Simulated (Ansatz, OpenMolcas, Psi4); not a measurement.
# How methods differ on [BF2]+ (SMILES F[B+]F)

[BF2]+ has 3 atoms, charge +1, and is taken as a singlet. SMILES: `F[B+]F`. Geometry: relaxed at PBE0-D4/def2-TZVP.

```xyz
3

F     0.3297    1.1405    0.3077
B     0.0000    0.0000    0.0000
F    -0.3297   -1.1405   -0.3077
```

Each level gives the HOMO–LUMO gap (eV). The values are calculated.

```csv
level,kind,program,value (eV),CPU time
SVWN5/cc-pVTZ,LDA,Psi4,11.13,11 s
PBE/cc-pVTZ,GGA,Ansatz,11.12,1.9 s
revPBE/cc-pVTZ,GGA,Ansatz,11.15,1.9 s
B3LYP/cc-pVTZ,global hybrid,OpenMolcas,13.58,22 s
M06-2X/cc-pVTZ,hybrid meta-GGA,Psi4,17.40,39 s
wB97M-V/cc-pVTZ,range-separated hybrid,Psi4,18.76,60 s
B2PLYP/cc-pVTZ,double hybrid,Ansatz,17.67,2.8 s
DSD-PBEP86/cc-pVTZ (density fitting for correlation),double hybrid,Psi4,20.14,11 s
```

The values span 11.12 to 20.14 eV. Orbital gaps aren't excitation energies, and those of double hybrids come from the SCF part alone; they tend to grow with the share of exact exchange. CPU times are rough (shared hosts, several kinds of processor and program).
